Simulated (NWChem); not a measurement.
# One shape, several levels: SiH2F2 (SMILES F[SiH2]F)

Aim: a comparison of 5 runs (HF/STO-3G, HF/3-21G, B3LYP/6-31G*, PBE/aug-cc-pVDZ, r2SCAN/aug-cc-pVDZ) of SiH2F2. 

The calculation is run with NWChem 7.3.0.

3 further runs of the same task are left out: 3 set aside as unsound or not needed.

## Step 1: The system as given

The species is SiH2F2 (5 atoms), meant as a singlet with charge 0. SMILES: `F[SiH2]F`. The coordinates come from a PBE0-D4/def2-TZVP relaxation.

Bond lengths: F1–Si2 1.586 Å, Si2–F3 1.586 Å, Si2–H4 1.474 Å, Si2–H5 1.474 Å. Angles: F1–Si2–F3 108.0°, F1–Si2–H4 108.5°, F1–Si2–H5 108.5°, F3–Si2–H4 108.5°, F3–Si2–H5 108.5°, H4–Si2–H5 114.6°.

## Step 2: Energy and gradient at HF/STO-3G (run 1)

f2h2si.nw

```
start f2h2si
title "F2H2Si"
memory stack 880 mb heap 220 mb global 1100 mb

geometry units angstrom noautosym nocenter noautoz
  F     -1.079010     0.538200     0.980720
  Si    -0.005220    -0.000540    -0.054090
  F      1.247630    -0.520590     0.766910
  H     -0.590470    -1.138740    -0.786300
  H      0.427070     1.121680    -0.907250
end

basis spherical bse
  * library STO-3G
end

scf
  singlet
  rhf
  thresh 1e-08
  maxiter 80
  print medium
end

task scf gradient
```

Run with:

```sh
nwchem f2h2si.nw > f2h2si.out
```

Log:

```text
[...]
  functions       =    21
[...]
  wavefunction    = RHF
[...]
         Total SCF energy =   -482.868194157250
      One-electron energy =   -913.655533371012
      Two-electron energy =    312.045399919538
 Nuclear repulsion energy =    118.741939294224
        Time for solution =      0.3s
[...]
                         RHF ENERGY GRADIENTS
    atom               coordinates                        gradient
                 x          y          z           x          y          z
   1 F      -2.039033   1.017051   1.853292    0.012372  -0.006347  -0.014531
   2 Si     -0.009864  -0.001020  -0.102215    0.004579   0.000484   0.047507
   3 F       2.357679  -0.983772   1.449250   -0.014928   0.006077  -0.012017
   4 H      -1.115827  -2.151907  -1.485892   -0.011318  -0.023002  -0.009255
   5 H       0.807045   2.119668  -1.714454    0.009295   0.022789  -0.011704
[...]
```

Run time: 0.86 s. Hardware: 1 thread of Intel Xeon 6975P-C (Granite Rapids), shared host; peak memory 0.1 GiB.

## Step 3: Energy and forces at HF/3-21G (run 2)

geom.nw

```
echo
start geom
title "F2H2Si gradient"
memory stack 880 mb heap 220 mb global 1100 mb

geometry units angstroms noautosym nocenter noautoz
  F     -1.079010     0.538200     0.980720
  Si    -0.005220    -0.000540    -0.054090
  F      1.247630    -0.520590     0.766910
  H     -0.590470    -1.138740    -0.786300
  H      0.427070     1.121680    -0.907250
end

basis "ao basis" spherical bse
  * library 3-21G
end

scf
  thresh 1e-08
  maxiter 80
  print low
end

task scf gradient
```

Run with:

```sh
nwchem geom.nw > geom.out
```

Log:

```text
[...]
  functions       =    35
[...]
  wavefunction    = RHF
[...]
         Total SCF energy =   -486.471178263108
      One-electron energy =   -914.021054175712
      Two-electron energy =    308.807936618380
 Nuclear repulsion energy =    118.741939294224
        Time for solution =      0.3s
[...]
                         RHF ENERGY GRADIENTS
    atom               coordinates                        gradient
                 x          y          z           x          y          z
   1 F      -2.039033   1.017051   1.853292    0.017539  -0.009016  -0.020948
   2 Si     -0.009864  -0.001020  -0.102215    0.003785   0.000401   0.039284
   3 F       2.357679  -0.983772   1.449250   -0.021231   0.008627  -0.017380
   4 H      -1.115827  -2.151907  -1.485892   -0.001724  -0.003732  -0.000279
   5 H       0.807045   2.119668  -1.714454    0.001631   0.003720  -0.000677
 Task  times  cpu:        0.4s     wall:        0.4s
 Total times  cpu:        0.5s     wall:        0.5s
```

It took 0.92 s on 1 thread of Intel Xeon 6975P-C (Granite Rapids), shared host; peak memory 0.1 GiB.

Runs 3 to 4 aren't shown in full; the table further down has their settings and results.

## Step 4: Energy and gradient at r2SCAN/aug-cc-pVDZ (run 5)

geom.nw

```
start geom
memory total 2200 mb
charge 0
geometry noautosym nocenter noautoz
  F     -1.079010     0.538200     0.980720
  Si    -0.005220    -0.000540    -0.054090
  F      1.247630    -0.520590     0.766910
  H     -0.590470    -1.138740    -0.786300
  H      0.427070     1.121680    -0.907250
end
basis "ao basis" spherical bse
  * library aug-cc-pVDZ
end
dft
  xc r2scan
  mult 1
  grid fine
  convergence energy 1e-08
  maxiter 100
  mulliken
  print medium
end
task dft gradient
```

Run with:

```sh
nwchem geom.nw > geom.out
```

Log:

```text
[...]
          Wavefunction type:  closed shell.
          No. of atoms     :     5
          No. of electrons :    34
[...]
          Charge           :     0
          Spin multiplicity:     1
[...]
          AO basis - number of functions:    91
[...]
              XC Information
              --------------
                      r^2SCAN Method XC Functional
               r^2SCAN metaGGA Exchange Functional  1.000
                     r^2SCAN Correlation Potential  1.000
[...]
 d= 0,ls=0.0,diis     1   -490.3267638867 -6.09D+02  1.58D-02  6.92D-01     2.3
[...]
 d= 0,ls=0.0,diis     8   -490.3991396066 -2.11D-10  3.74D-07  2.29D-09    14.2
         Total DFT energy =     -490.399139606599
      One electron energy =     -917.058447115506
           Coulomb energy =      350.491827411447
    Exchange-Corr. energy =      -42.574459196764
 Nuclear repulsion energy =      118.741939294224
[...]
  wavefunction    = closed shell
                         DFT ENERGY GRADIENTS
    atom               coordinates                        gradient
                 x          y          z           x          y          z
   1 F      -2.039033   1.017051   1.853292    0.022028  -0.011100  -0.022129
   2 Si     -0.009864  -0.001020  -0.102215    0.003448   0.000365   0.035787
   3 F       2.357679  -0.983772   1.449250   -0.025868   0.010696  -0.017723
   4 H      -1.115827  -2.151907  -1.485892    0.001665   0.003284   0.001857
   5 H       0.807045   2.119668  -1.714454   -0.001273  -0.003244   0.002207
[...]
```

Run time: 23 s. Hardware: 1 thread of Intel Xeon 6975P-C (Granite Rapids), shared host; peak memory 0.12 GiB.

## Step 5: Overview of the runs

| run | level | Cartesian functions | iteration cap | energy (Eh) | dipole moment (D) | HOMO energy (eV) | LUMO energy (eV) | wall time |
| --- | --- | --- | --- | --- | --- | --- | --- | --- |
| 1 | HF/STO-3G | no | 80 | -482.868194 | 1.26 | -10.35 | 13.01 | 0.86 s |
| 2 | HF/3-21G | no | 80 | -486.471178 | – | – | – | 0.92 s |
| 3 | B3LYP/6-31G* (Cartesian functions) | yes | 100 | -490.489313 | 1.42 | -9.46 | 0.60 | 7.5 s |
| 4 | PBE/aug-cc-pVDZ | no | 100 | -490.160912 | 1.46 | -8.39 | -0.84 | 20 s |
| 5 | r2SCAN/aug-cc-pVDZ | no | 100 | -490.399140 | 1.48 | -8.76 | -0.26 | 23 s |

## Step 6: Results

```
                       quantity          value
            run 5: total energy  -490.39914 Eh
           run 5: dipole moment         1.48 D
             run 5: HOMO energy       -8.76 eV
             run 5: LUMO energy       -0.26 eV
           run 5: HOMO–LUMO gap        8.51 eV
run 5: largest force on an atom     1.849 eV/Å
```

Over runs 1, 3, 4, 5 the dipole moment (its size) runs from 1.26 D (HF/STO-3G) to 1.48 D (r2SCAN/aug-cc-pVDZ). The two ends differ in method and basis. Over runs 1, 3, 4, 5 the HOMO–LUMO gap runs from 7.55 eV (PBE/aug-cc-pVDZ) to 23.37 eV (HF/STO-3G). Totals of different functionals can't be ranked against each other. In run 1 the basis is minimal, so the values are rough. All runs together took 52 s, the longest 23 s.
